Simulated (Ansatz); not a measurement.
**CH3⁺, singlet: reading a ladder of total energies**

Geometry: that of the CH3⁺, triplet, kept fixed.

```xyz
4

C     0.0000    0.0000    0.0548
H     0.0000    0.6835   -0.8953
H     0.0000    0.0000    1.1377
H     0.0000   -0.6835   -0.8953
```

Basis cc-pVDZ; Ansatz 0.2.0. Correlated methods freeze the noble-gas cores, which leaves 6 electrons in 28 orbitals. R marks a restricted (for open shells ROHF) determinant.

Full CI is exact within this basis and frozen core; it isn't the basis-set limit.

RCCSD has a T1 diagnostic of 0.006 and a largest doubles amplitude of 0.06.

Runs differ by some tens of microhartree through their thresholds, so steps under 0.03 kcal/mol mean nothing.

| level | total energy (hartree) |
| --- | --- |
| RHF | -39.164056 |
| RMP2 | -39.276497 |
| RCCSD | -39.301312 |
| RCCSD(T) | -39.303602 |
| RCCSDT | -39.304027 |
| RCCSDT(Q) | -39.304131 |
| RCCSDTQ | -39.304149 |
| full CI | -39.304152 |

Question: What is the correlation energy at full CI, and what share of it do RMP2 and RCCSDT recover?

Answer: E(corr) = -39.304152 − (-39.164056) = -0.140096 hartree = -3.812 eV. RMP2: -0.112441 / -0.140096 = 80.26 %. RCCSDT: -0.139971 / -0.140096 = 99.91 %.

Question: By how many kcal/mol does RCCSD(T) miss full CI (1 hartree = 627.509 kcal/mol), and which steps make up the rest?

Answer: -39.303602 − (-39.304152) = 0.000550 hartree = 0.35 kcal/mol. Steps: RCCSDT − RCCSD(T) = -0.27, RCCSDT(Q) − RCCSDT = -0.07, RCCSDTQ − RCCSDT(Q) = -0.01, full CI − RCCSDTQ = 0.00 kcal/mol. That is within 1 kcal/mol of the reference in this basis, which itself misses far more of the correlation at the basis-set limit.
